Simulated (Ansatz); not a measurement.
`C/C(F)=C/N` + H₂O → `N/C=C(\O)F` + CH₄  (formal hydrolysis of a C–C bond)

Calculated with Ansatz (gas phase, PBE0-D4/def2-TZVP geometries, no zero-point term in ΔE). CCSD(T)/CBS is the MP2 limit (def2-TZVPP, def2-QZVPP) plus CCSD(T) − MP2 in def2-TZVPP, frozen cores. This one scheme is used for every species. Double bonds are as drawn, so ΔE can hold a change between cis and trans. Functionals use def2-TZVPP. B3LYP here is the variant with VWN-RPA as its local correlation; programs differ in this. Each species was taken in one conformer, which may not be the lowest.

`C/C(F)=C/N`:

Z-matrix (Å, degrees):
```
C
C 1 1.477
H 1 1.095 2 111.3
H 1 1.090 2 110.1 3 -120.1
H 1 1.094 2 111.1 3 119.7
F 2 1.362 1 113.4 3 -60.7
C 2 1.328 1 128.8 3 118.2
N 7 1.390 2 125.2 1 -174.5
H 7 1.083 2 118.3 1 0.8
H 8 1.009 7 113.4 2 -16.2
H 8 1.008 7 114.1 2 -145.1
```

H₂O:

Cartesian coordinates in Å:
```
O -0.126 0.348 0.120
H -0.657 -0.395 -0.175
H 0.783 0.047 0.055
```

`N/C=C(\O)F`:

Z-matrix (Å, degrees):
```
N
C 1 1.399
H 1 1.010 2 112.2
H 1 1.010 2 112.7 3 124.6
C 2 1.324 1 124.3 3 13.1
H 2 1.082 1 117.2 3 -170.9
F 5 1.343 2 121.7 1 172.7
O 5 1.346 2 124.9 1 -9.1
H 8 0.964 5 109.7 2 129.5
```

CH₄:

Cartesian coordinates in Å:
```
C 0.000 0.000 0.000
H -0.739 -0.255 -0.760
H 0.792 -0.748 0.001
H -0.479 0.024 0.979
H 0.425 0.979 -0.220
```

Question: Is it downhill or uphill in electronic energy at CCSD(T)/CBS, and by how much? (Estimate.)

Answer: The calculation gave: Uphill: ΔE = +0.41 eV.

Question: What do these levels give: PBE0-D4, B2PLYP, PBE, r2SCAN, PBE0, B3LYP, SCS-MP2/def2-TZVPP, CCSD(T)/def2-TZVPP, MP2/def2-QZVPP, SCS-MP2/def2-QZVPP, HF/CBS(def2), CCSD/CBS(def2)? (An estimate is asked.)

Answer: Ansatz gave: PBE0-D4 0.30, B2PLYP 0.30, PBE 0.25, r2SCAN 0.26, PBE0 0.28, B3LYP 0.25, SCS-MP2/def2-TZVPP 0.36, CCSD(T)/def2-TZVPP 0.34, MP2/def2-QZVPP 0.44, SCS-MP2/def2-QZVPP 0.40, HF/CBS(def2) 0.28, CCSD/CBS(def2) 0.41 eV.

Largest T1 diagnostic among the species: 0.012.

In def2-TZVPP, CCSD(T) changes the Hartree–Fock value by +0.08 eV (the triples alone add −0.00 eV) and MP2 by +0.13 eV.
